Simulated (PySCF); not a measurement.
A geometry optimisation on `N` (NH3).

Computed with PBE0-D3(BJ)/def2-SVP geometry optimisation, gas phase (PySCF 2.14.0). Start geometry: GFN2-xTB. The input is one job of a driver script: a line of settings, then coordinates in Å.

Input:
```
{"job": {"xc": "PBE0", "basis": "def2-SVP", "d3": "d3bj", "grid": 1, "maxiter": 30, "shake": 0.01, "kind": "geom"}, "charge": 0, "multiplicity": 1}
N      0.025980    -0.022860     0.273520
H      0.918820    -0.200590    -0.108960
H     -0.650550    -0.702860    -0.095120
H     -0.256250     0.900940    -0.102450
```

Output:
```
step   0  E = -56.43980887  max force = 0.036037
step   1  E = -56.42692814  max force = 0.098287
step   2  E = -56.43960991  max force = 0.022457
step   3  E = -56.44130332  max force = 0.005143
step   4  E = -56.44134688  max force = 0.000617
step   5  E = -56.44134781  max force = 0.000060
optimisation converged
```

Energies in Eh; «max force» is the largest Cartesian gradient component in Eh/bohr.

**Question.** At which steps does the energy rise by more than 1e-5 Eh?

**Answer.** At step 1 (+12.88 mEh).

**Question.** How much energy does the optimisation release, in eV?

**Answer.** E(step 0) − E(last step) = 0.001539 Eh, which is 0.042 eV.

In short: final energy -56.44135 Eh after 5 steps; dipole 1.79 D.

**Question.** Give the final coordinates.

**Answer.** 0.023 Å rms from the input after alignment:
```
atom  x, y, z in Å
N1    -0.2867   -0.0010   -0.0751
H2     0.3111   -0.1196   -0.8928
H3     0.0412    0.8528    0.3759
H4    -0.0275   -0.7566    0.5590
```

**Question.** How long does this job take on one thread of an Arm Neoverse N1, shared host with 64 logical CPUs at a one-minute load of 18? And the peak memory of the process?

**Answer.** About 2.0 s, with 0.24 GiB resident at the peak, the Python interpreter and its libraries included.
Labels such as C1 count atoms from 1, the log's own numbers from 0.
